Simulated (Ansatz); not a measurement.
A nudged elastic band was laid between two geometries of C₂H₄N (7 atoms, charge 0, multiplicity 2).

Method: UKS PBE0/def2-SVP in Ansatz.

```
movable images  : 9
climbing image  : yes
spring          : 5.0 eV/Å²
optimiser       : quadratic models (default)
start path      : through a guess of the saddle point
force threshold : 0.5 eV/Å
iteration limit : 60
end points      : relaxed
```

Image 0:

```xyz
7
Properties=species:S:1:pos:R:3
C -0.915 0.322 -0.413
C 0.338 0.080 0.167
N 0.826 -1.133 0.238
H -1.489 -0.519 -0.812
H -1.329 1.330 -0.475
H 0.885 0.958 0.558
H 1.745 -1.106 0.692
```

Image 10:

```xyz
7
Properties=species:S:1:pos:R:3
C -0.779 0.249 -0.356
C 0.479 0.283 0.265
N 1.263 -0.736 0.507
H -1.207 -0.698 -0.698
H -1.360 1.161 -0.514
H 0.854 1.268 0.586
H 0.811 -1.595 0.166
```

(1) What changes between the two ends?

(2) Give the energies along the band, and the barrier.

(3) What is the geometry of the highest image?

Results:

(1) No bond is made or broken. The dihedral C1–C2–N3–H7 goes from 180 to 0°.

(2) It converged. The highest image is number 5 of 0 to 10, 72.6 kJ/mol above the first end and 70.4 kJ/mol above the last; the last end lies 2.2 kJ/mol above the first. The threshold of 0.5 eV/Å is loose, so the images may lie well off the minimum-energy path. Another band between the same ends (9 images) ends at a top of the same energy, where a vibrational analysis finds 1 clearly imaginary mode.

```json
{"image": "0", "path coordinate (Å)": "0.00", "energy (kJ/mol)": "0.0", "dihedral C1–C2–N3–H7 (°)": "180"}
{"image": "1", "path coordinate (Å)": "0.22", "energy (kJ/mol)": "5.7", "dihedral C1–C2–N3–H7 (°)": "-166"}
{"image": "2", "path coordinate (Å)": "0.44", "energy (kJ/mol)": "23.9", "dihedral C1–C2–N3–H7 (°)": "-148"}
{"image": "3", "path coordinate (Å)": "0.66", "energy (kJ/mol)": "49.7", "dihedral C1–C2–N3–H7 (°)": "-128"}
{"image": "4", "path coordinate (Å)": "0.88", "energy (kJ/mol)": "68.3", "dihedral C1–C2–N3–H7 (°)": "-108"}
{"image": "5", "path coordinate (Å)": "1.11", "energy (kJ/mol)": "72.6", "dihedral C1–C2–N3–H7 (°)": "-89"}
{"image": "6", "path coordinate (Å)": "1.33", "energy (kJ/mol)": "66.1", "dihedral C1–C2–N3–H7 (°)": "-69"}
{"image": "7", "path coordinate (Å)": "1.55", "energy (kJ/mol)": "46.6", "dihedral C1–C2–N3–H7 (°)": "-46"}
{"image": "8", "path coordinate (Å)": "1.77", "energy (kJ/mol)": "21.0", "dihedral C1–C2–N3–H7 (°)": "-23"}
{"image": "9", "path coordinate (Å)": "1.98", "energy (kJ/mol)": "6.2", "dihedral C1–C2–N3–H7 (°)": "-5"}
{"image": "10", "path coordinate (Å)": "2.19", "energy (kJ/mol)": "2.2", "dihedral C1–C2–N3–H7 (°)": "0"}
```

(3) 
```xyz
7
Properties=species:S:1:pos:R:3:forces:R:3
C -0.864 0.283 -0.341 0.07 -0.13 0.00
C 0.412 0.212 0.064 -0.25 0.01 -0.09
N 1.237 -0.899 0.019 0.13 0.15 -0.12
H -1.397 -0.596 -0.715 0.03 0.02 0.04
H -1.394 1.234 -0.337 -0.01 0.10 0.01
H 0.921 1.140 0.380 0.08 -0.05 0.03
H 1.145 -1.442 0.884 -0.04 -0.10 0.14
```

Time of the run: 62 s on 1 thread of Intel(R) Xeon(R) 6975P-C (Granite Rapids), on a shared host, peak memory 0.15 GiB.
